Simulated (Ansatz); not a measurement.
# AlH2O (SMILES [O][AlH2]) at 6 levels

Aim: a comparison of 6 runs (U-wB97X/STO-3G, UB2PLYP/STO-3G, UBLYP/STO-3G, RPA@PBE/STO-3G, UCCSDT/STO-3G, UCCSDTQ/STO-3G) of AlH2O. 

The calculation is run with Ansatz 0.2.0.

51 further runs of the same task are left out: 1 that didn't finish, 50 set aside as unsound or not needed.

## (1) The structure to begin with

The species is AlH2O (4 atoms), meant as a doublet with charge 0. As SMILES, `[O][AlH2]`. The H3–Al2 distance was set to 2.368 Å, away from the relaxed value. At this shape a bond of the SMILES string is far longer than usual.

Bond lengths: O1–Al2 1.727 Å, Al2–H4 1.578 Å. Angles: O1–Al2–H4 115.8°.

## (2) The energy at U-wB97X/STO-3G (run 1)

run.yaml reads:

```yaml
crystal:
  periodic: [false, false, false]
  atoms:
    - symbol: O
      position_ang: [0.643051, -0.660950, 1.899201]
    - symbol: Al
      position_ang: [0.591751, 0.225250, 0.417401]
    - symbol: H
      position_ang: [-1.149600, -0.360800, -1.076000]
    - symbol: H
      position_ang: [1.711551, 1.322150, 0.232501]
basis:
  gaussian:
    orbitals: STO-3G
magnetization:
  spin_polarized: true
  initial_magnetization: 1
hamiltonian:
  xc: {name: wB97X}
accuracy: high
```

The run is started by

```console
$ ansatz run run.yaml --threads 1 --pin off --max-ram 2610MiB --events-out events.jsonl --progress --plain --runs-dir runs
```

The program printed:

```text
Warning: RAYON_NUM_THREADS=1 ignored (pool sized by the plan → 1); use --threads N
Functional definition: wB97X
  name "wB97X"
  parameter omega = 0.3/bohr
  parameter cx = 0.157706
  parameter cx1 = 0.726479
  parameter cx2 = 1.04760
  parameter cx3 = -5.70635
  parameter cx4 = 13.2794
  parameter css1 = -4.33879
  parameter css2 = 18.2308
  parameter css3 = -31.7430
  parameter css4 = 17.2901
  parameter cos1 = 2.37031
  parameter cos2 = -11.3995
  parameter cos3 = 6.58405
  parameter cos4 = -3.78132
  exchange = spin_sum(e_x_unif_sr(omega)*poly(b97_u_x, 1 - cx, cx1, cx2, cx3, cx4)) + cx*exact_x_sr(omega)
      + exact_x_lr(omega)
  correlation = spin_sum(e_c_pw_same_spin*poly(b97_u_same, 1, css1, css2, css3, css4))
      + integral(e_c_pw_opposite_spin*poly(b97_u_opposite, 1, cos1, cos2, cos3, cos4))
267 factors; integrals over basis functions are off by at most 2.6e-8 eV
119 factors; integrals over basis functions are off by at most 1.0e-9 eV
mean field evaluation 1: about -8551.4780 eV, gradient 3.0e1 eV
mean field evaluation 2: about -8456.2122 eV, gradient 1.2e2 eV
mean field evaluation 4: about -8561.7570 eV, gradient 8.0e0 eV
mean field evaluation 8: about -8562.6630 eV, gradient 2.8e-1 eV
mean field evaluation 16: about -8562.6296 eV, gradient 3.6e-3 eV
mean field evaluation 32: about -8562.6296 eV, gradient 1.6e-7 eV
mean field -8562.62957117 eV, -314.6708327816 hartree, gradient 3.2e-8 eV, S^2 0.868746; 4 other end points of the search recorded, 0 dependent functions left out
reference -8562.62956971 eV, -314.6708327281 hartree; 12, 11 occupied and 4, 5 virtual orbitals, 267 factors
Total energy: -8562.62956971 eV, -314.6708327281 hartree
```

Run time: 11 s. Hardware: 1 thread of Arm Neoverse V1, shared host; peak memory 0.35 GiB.

## (3) A single-point energy at UB2PLYP/STO-3G (run 2)

run.yaml reads:

```yaml
crystal:
  periodic: [false, false, false]
  atoms:
    - {symbol: O, position_ang: [0.643051, -0.660950, 1.899201]}
    - {symbol: Al, position_ang: [0.591751, 0.225250, 0.417401]}
    - {symbol: H, position_ang: [-1.149600, -0.360800, -1.076000]}
    - {symbol: H, position_ang: [1.711551, 1.322150, 0.232501]}
basis:
  gaussian: {orbitals: STO-3G}
magnetization: {spin_polarized: true, initial_magnetization: 1}
hamiltonian: {xc: {name: B2PLYP}}
correlation: {frozen_orbitals: {Al: 5, H: 0, O: 1}}
accuracy: high
```

The run is started by

```console
$ ansatz run run.yaml --threads 1 --pin off --max-ram 2610MiB --events-out events.jsonl --progress --plain --runs-dir runs
```

The program printed (excerpt; [...] marks lines left out):

```text
Warning: RAYON_NUM_THREADS=1 ignored (pool sized by the plan → 1); use --threads N
Functional definition: B2PLYP
  name "B2PLYP"
[...]
267 factors; integrals over basis functions are off by at most 2.6e-8 eV
[...]
mean field -8556.57980442 eV, -314.4485079542 hartree, gradient 3.8e-8 eV, S^2 1.065935; 3 other end points of the search recorded, 0 dependent functions left out
6 core orbitals not correlated: weight in the atoms' cores, before any rotation towards them, 1.000 or more for the frozen orbitals, at most 0.000 for the correlated occupied ones
reference -8556.57982037 eV, -314.4485085405 hartree; 6, 5 occupied and 4, 5 virtual orbitals, 267 factors
second order -2.17121637 eV of doubles, -0.00000000 eV of singles
Total energy: -8557.16604879 eV, -314.4700520376 hartree
```

It took 3.3 s on 1 thread of Arm Neoverse V1, shared host; peak memory 0.12 GiB.

Runs 3 to 5 aren't shown in full; the table further down has their settings and results.

## (4) A single-point energy at UCCSDTQ/STO-3G (run 6)

input.yaml reads:

```yaml
crystal:
  periodic: [false, false, false]
  atoms:
    - {symbol: O, position_ang: [0.643051, -0.660950, 1.899201]}
    - {symbol: Al, position_ang: [0.591751, 0.225250, 0.417401]}
    - {symbol: H, position_ang: [-1.149600, -0.360800, -1.076000]}
    - {symbol: H, position_ang: [1.711551, 1.322150, 0.232501]}
basis:
  gaussian:
    orbitals: STO-3G
correlation:
  method: ccsdtq
  frozen_orbitals: {Al: 5, H: 0, O: 1}
magnetization:
  spin_polarized: true
  initial_magnetization: 1
scf:
  omitted_lower_state_checks: [cluster_reference, increment]
accuracy: high
```

The run is started by

```console
$ ansatz run input.yaml --threads 1 --pin off --max-ram 2610MiB --events-out events.jsonl --progress --plain --runs-dir runs
```

The program printed:

```text
Warning: RAYON_NUM_THREADS=1 ignored (pool sized by the plan → 1); use --threads N
[... 16 lines left out ...]
6 core orbitals not correlated: weight in the atoms' cores, before any rotation towards them, 1.000 or more for the frozen orbitals, at most 0.000 for the correlated occupied ones
[... 63 lines left out ...]
Total energy: -8543.29410270 eV, -313.9602674215 hartree
Checks for a lower state left out: cluster_reference, increment
```

Wall time 20 s (1 thread of Arm Neoverse V1, shared host); peak memory 0.17 GiB.

## (5) The series

```
run           level  frozen core orbitals  energy (Eh)   ⟨S²⟩  wall time
  1  U-wB97X/STO-3G                     –  -314.670833  0.869       11 s
  2  UB2PLYP/STO-3G                     6  -314.470052  1.066      3.3 s
  3    UBLYP/STO-3G                     –  -314.671102  0.792      1.6 s
  4  RPA@PBE/STO-3G                     6  -314.006839  0.787      2.5 s
  5   UCCSDT/STO-3G                     6  -313.960168  1.341     0.87 s
  6  UCCSDTQ/STO-3G                     6  -313.960267  1.341       20 s
```

## (6) Outcome

| quantity | value |
| --- | --- |
| run 6: total energy | -313.96027 Eh |
| run 6: correlation energy (6 core orbitals frozen) | -88.4 mEh |
| run 6: ⟨S²⟩ of the reference determinant | 1.341 |
| run 6: T1 diagnostic | 0.079 |

Totals of different functionals can't be ranked against each other. In runs 1, 2, 3, 4, 5, 6 the basis is minimal, so the values are rough. Spin contamination of the reference: run 5 ⟨S²⟩ = 1.34, run 6 ⟨S²⟩ = 1.34, run 2 ⟨S²⟩ = 1.07, run 1 ⟨S²⟩ = 0.87. All runs together took 39 s, the longest 20 s.
